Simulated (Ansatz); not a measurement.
**CHAlO (triplet): from Hartree-Fock to the top rungs at a displaced geometry (v1), cc-pVDZ**

How much of the correlation energy of CHAlO (triplet) does each wave-function method recover here?

Program: Ansatz 0.2.0, Gaussian basis. Level of theory: cc-pVDZ, core rule «outside noble gas», up to 7 orbitals frozen. These are calculated values, not measurements.

To be run: UHF; CCSD(T) on ROHF; CCSD(T) on UHF; BCCD(T) on ROHF; CISD; CCSDT(Q) on ROHF; CCSDT(Q) on UHF.

23 further runs of the same task are left out: 8 that didn't finish, 15 set aside as unsound or not needed.

**1. What is computed**

The geometry is a PBE0/def2-TZVP stationary point (not a proven minimum) with its atoms shifted at random (size 0.040 Å).

4 atoms, charge 0, spin multiplicity 3.

Atoms are counted from 1 here; the program's logs count them from 0.

Bond lengths: C1–Al2 1.930 Å, Al2–O3 1.607 Å, O3–H4 0.985 Å. Angles: C1–Al2–O3 176.9°, Al2–O3–H4 170.4°.

**2. UHF**

Contents of in.yaml:

```yaml
crystal:
  periodic: [false, false, false]
  atoms:
    - {symbol: C, position_ang: [0.002337, -0.001845, -2.494654]}
    - {symbol: Al, position_ang: [0.001504, -0.017987, -0.564507]}
    - {symbol: O, position_ang: [0.049468, 0.041323, 1.040580]}
    - {symbol: H, position_ang: [-0.053309, -0.021491, 2.018582]}
basis:
  gaussian: {orbitals: cc-pVDZ}
magnetization: {spin_polarized: true, initial_magnetization: 2}
hamiltonian: {xc: hf}
output: {orbitals: {seedname: orbitals}}
```

Launch:

```console
ansatz run in.yaml --threads 1 --pin off --events-out ev --progress --plain --max-ram 2393MiB
```

After this run come: CCSD(T) on ROHF; CCSD(T) on UHF; BCCD(T) on ROHF; CISD; CCSDT(Q) on ROHF; CCSDT(Q) on UHF.

Q: Predict the results of all the runs planned. Wanted: UCCSDT(Q) below the RHF energy; RMP2 from UCCSDT(Q); UMP2 from UCCSDT(Q); RCCSD from UCCSDT(Q); RCCSD(T) from UCCSDT(Q); UCCSD(T) from UCCSDT(Q); RCCSDT(Q) from UCCSDT(Q); T1 diagnostic.

**Answer**, as computed:

```
                         quantity              value
   UCCSDT(Q) below the RHF energy        -10.0945 eV
              RMP2 from UCCSDT(Q)        +1114.3 meV
              UMP2 from UCCSDT(Q)        +1266.1 meV
             RCCSD from UCCSDT(Q)         +408.7 meV
          RCCSD(T) from UCCSDT(Q)          +91.7 meV
          UCCSD(T) from UCCSDT(Q)          +95.6 meV
         RCCSDT(Q) from UCCSDT(Q)           +5.3 meV
levels within 1 kcal/mol (43 meV)  UCCSDT, RCCSDT(Q)
                    T1 diagnostic              0.026
```

What this shows: RCCSD(T) lands +91.7 meV from the yardstick (0.9 % of the correlation energy). These misses are within one basis, not against nature; the frozen cores of restricted and unrestricted runs differ, which can shift their rows.
